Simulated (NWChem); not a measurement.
# hydrazine (N2H4); SMILES NN

All runs: NWChem. Pople sets run with spherical d functions. Geometry: optimised at PBE0/def2-SVP.

Question: Predict the results for B3LYP/6-31G*. Quantities: highest occupied level (eV); orbital gap (eV); dipole (D).

Answer: 
| Property | Result |
|---|---|
| highest occupied level (eV) | -6.43 |
| orbital gap (eV) | 8.61 |
| dipole (D) | 2.09 |
